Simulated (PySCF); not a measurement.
CH2, neutral, multiplicity 1. Atoms are numbered in the order given.

```xyz
3

C      0.0000     0.0000     0.1748
H      0.0000    -0.8622    -0.5245
H      0.0000     0.8622    -0.5245
```

Coordinates come from a B3LYP-D3(BJ)/def2-TZVPD optimisation. The isomer is the one that the SMILES or the coordinates give; other isomers of the formula were not compared.

All values below come from r2SCAN/def2-TZVPD (PySCF).

Symmetry labels are those of the subgroup C2v that the program uses (full group C2v).

Computed valence orbital energies around the gap with their symmetry:
| orbital | symmetry | energy (eV) |
|---|---|---|
| HOMO−3 | A1 | -275.10 |
| HOMO−2 | A1 | -17.40 |
| HOMO−1 | B2 | -10.38 |
| HOMO | A1 | -6.22 |
| LUMO | B1 | -4.51 |
| LUMO+1 | A1 | 0.96 |
| LUMO+2 | B2 | 2.93 |
| LUMO+3 | A1 | 4.08 |
